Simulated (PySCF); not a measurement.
System: methyl chloride, CH3Cl, net charge 0, singlet state. SMILES: CCl
Structure (B3LYP-D3(BJ)/def2-TZVP (Ansatz) minimum search):
```xyz
5

C      0.0082     0.0133    -1.1337
Cl    -0.0048    -0.0077     0.6605
H      0.0175     1.0478    -1.4634
H      0.8997    -0.5040    -1.4752
H     -0.8852    -0.4920    -1.4879
```

Dispersion corrections to the total energy (kcal/mol) from the dftd3 and dftd4 libraries through PySCF: D3(BJ) without and D4 with the three-body term, each with the damping fitted for the functional named.

| functional | D3(BJ) | D4 |
|---|---|---|
| B2PLYP | -1.07 | ? |
| PBE0 | -1.13 | -0.95 |
| B2GP-PLYP | ? | -0.46 |
| revPBE | -3.77 | -4.38 |
| BHLYP | -1.84 | -1.30 |
| PBE | -1.37 | ? |
| PW6B95 | -0.61 | -1.06 |

Question: What belongs in the gaps?

Answer: 
- B2PLYP, D4: -0.80
- B2GP-PLYP, D3(BJ): -0.82
- PBE, D4: -1.16
